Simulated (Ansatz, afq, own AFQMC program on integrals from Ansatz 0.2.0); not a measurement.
## BNH, doublet: AFQMC among the cluster methods

```yaml
atoms:
  - { symbol: B, position_ang: [0.0000, 0.0000, 1.1532] }
  - { symbol: N, position_ang: [0.0000, 0.0000, -0.0803] }
  - { symbol: H, position_ang: [0.0000, 0.0000, -1.0729] }
```

Connectivity, by distances: B–NH.

Basis cc-pVTZ. Noble-gas cores (and the filled d shells of Ga–Kr and In–Xe) are frozen. Ansatz 0.2.0 and our own AFQMC program on the same integrals; the CISD trial comes from CCSD amplitudes, and released means the phaseless constraint is let go. Free AFQMC starts from the CCSD state and is never constrained. Its projection time is finite, and what remains of the start isn't in its error. Uncertainties: one standard error, sampling alone.

Determinant: ROHF, the one that the program's search chose, which needn't be the lowest solution. The geometry is a PBE0/def2-TZVP stationary point of this or a neighbouring charge and spin state.

No full CI on the walks' own integrals is used here; CCSDT(Q) serves as the reference and is uncertain by about the last step of the cluster series.

Cautions: a spin-contaminated unrestricted determinant lies lower (UHF 128 meV lower, ⟨S²⟩ 0.84); the released energies are still falling, so no released level is given (meV from the phaseless value at times in 1/Eh: -19 ± 11 at 0.24, -22 ± 4 at 0.50, -26 ± 4 at 1.00, -28 ± 5 at 1.50), though the last usable value meets CCSDT(Q) within the noise.

```
T1 diagnostic                               : 0.0261
weight of the determinant in the CISD state : 0.893
size of the correlated space                : 9 electrons in 72 orbitals
```

Reference: CCSDT(Q), correlation energy -8.120 eV.

| level | E − E(reference) (meV) | share of correlation (%) |
| --- | --- | --- |
| HF | 8119.8 | 0.00 |
| MP2 | 646.6 | 92.04 |
| CCSD | 413.9 | 94.90 |
| CCSD(T) | 33.0 | 99.59 |
| CCSDT | 23.0 | 99.72 |
| ph-AFQMC/HF | 15.9 ± 25.7 | 99.80 |
| ph-AFQMC/CISD | 33.7 ± 4.8 | 99.59 |
| free AFQMC | 14.7 ± 15.5 | 99.82 |

Free projections are given only where their last times agree within the noise and don't stop above the reference; a slow remainder of the start can still hide under it. A walk keeps the symmetry of its determinant, which the program's search chose and which needn't be the lowest solution, so a lower state of the same spin and another symmetry isn't excluded.
